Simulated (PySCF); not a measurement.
Molfile (atoms numbered from 1):
```
CH2N2
     RDKit          3D

  5  4  0  0  0  0  0  0  0  0999 V2000
    1.8551    0.2640   -0.3757 N   0  0  0  0  0  0  0  0  0  0  0  0
    0.7469    0.1004   -0.0981 C   0  0  0  0  0  0  0  0  0  0  0  0
   -0.5184   -0.0862    0.2842 N   0  0  0  0  0  0  0  0  0  0  0  0
   -1.1444    0.6794    0.0864 H   0  0  0  0  0  0  0  0  0  0  0  0
   -0.9058   -0.9912    0.0650 H   0  0  0  0  0  0  0  0  0  0  0  0
  1  2  3  0
  2  3  1  0
  3  4  1  0
  3  5  1  0
M  END
```

Theoretical values (PySCF 2.14.0 with density-fitted response routines): NMR shieldings at B97-2/pcSseg-2/GIAO, structure optimised with PBE0-D3(BJ)/def2-TZVP. Equivalent nuclei averaged, non-relativistic, one conformer, in vacuum.

Scale: TMS for 13C and 1H; 15N vs NH3 (reference shieldings calculated alike).

```json
{"atoms": "N1", "nucleus": "15N", "count": "1", "δ (ppm)": "?"}
{"atoms": "N3", "nucleus": "15N", "count": "1", "δ (ppm)": "23.3"}
{"atoms": "C2", "nucleus": "13C", "count": "1", "δ (ppm)": "116.8"}
{"atoms": "H4/H5", "nucleus": "1H", "count": "2", "δ (ppm)": "?"}
```

Problem. Fill in the missing shifts.

Solution. 
- H4/H5: 2.55 ppm, hydrogen on a nitrogen bonded to C; exchangeable; this is the value without hydrogen bonding to other molecules
- N1: 238.1 ppm, nitrile nitrogen

OH and NH positions are those of a molecule without intermolecular hydrogen bonds; in solution they move with solvent, concentration and temperature, and exchange usually removes their couplings. Shifts are as computed. Against solution values, carbons near 30 ppm lie about +3 ppm off and those near 130 ppm about +7 ppm. Of 1211 compounds with measured shifts, 218 miss one by over three times the rms of a fit or turn the order of signals round; such compounds aren't used in these exercises. Experimental scales use liquid or dissolved standards, which lie at an offset from isolated NH3 (liquid NH3: subtract about 20 ppm). Unscaled 15N shifts of sp2 nitrogen come out 20 to 40 ppm too high even then.
